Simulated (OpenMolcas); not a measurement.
**How basis sets differ on BNH6O (SMILES [NH3+][BH2-]O)**

BNH6O has 9 atoms, charge 0, and is taken as a singlet. SMILES: `[NH3+][BH2-]O`. Geometry: relaxed at GFN2-xTB. This is one conformer, not always the lowest.

| atom | x (Å) | y (Å) | z (Å) |
| --- | --- | --- | --- |
| N | -0.5948 | 0.5884 | -0.6426 |
| B | 0.4198 | -0.6644 | 0.1349 |
| O | 1.0824 | 0.0309 | 1.1635 |
| H | -0.9933 | 0.2230 | -1.4975 |
| H | 0.0437 | 1.3496 | -0.8372 |
| H | -1.3216 | 0.8961 | -0.0081 |
| H | 1.1482 | -0.9533 | -0.7552 |
| H | -0.3936 | -1.4808 | 0.4493 |
| H | 0.6092 | 0.0104 | 1.9928 |

Quantity: the dipole moment, in D. The values are calculated.

```tsv
level	kind	program	value (D)	CPU time
HF/STO-3G	Hartree–Fock	OpenMolcas	5.27	1.6 s
HF/3-21G	Hartree–Fock	OpenMolcas	5.47	1.8 s
HF/def2-SVP	Hartree–Fock	OpenMolcas	5.12	4 s
HF/pcseg-1	Hartree–Fock	OpenMolcas	5.07	4.1 s
HF/def2-TZVP	Hartree–Fock	OpenMolcas	4.93	24 s
```

The values span 4.93 to 5.47 D. Sets without polarisation functions give poor dipoles. Without the sets that lack polarisation functions the rows with a basis span only 4.93 to 5.12 D. CPU times are rough (shared hosts, several kinds of processor): they show what a rung costs within a factor of a few.
